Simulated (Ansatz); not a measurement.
## Tantalum, bcc: convergence with Gaussian smearing

Computed with Ansatz, r²SCAN, scalar-relativistic PAW, on the relaxed cell (a = 3.307 Å; spin not included). Errors count from a run at 500 eV on a Γ-centred 22×22×22 mesh with Fermi-Dirac smearing of 0.1 eV, extrapolated to zero width. Fixed here: cutoff 500 eV, mesh 13×13×13. The SCF starts from atomic densities corrected by a trained network.

```csv
width (eV),E(σ→0) error (meV/atom),F error (meV/atom),P (GPa),SCF iterations
0.01,-2.0,-2.1,-0.05,6
0.03,-2.1,-2.3,-0.04,6
0.1,-1.7,-4.8,0.06,6
0.2,-1.6,-14.2,-0.01,6
0.3,-2.1,-29.8,0.01,6
0.6,-6.4,-110.2,0.62,6
1.0,-26.4,-283.9,2.09,6
```
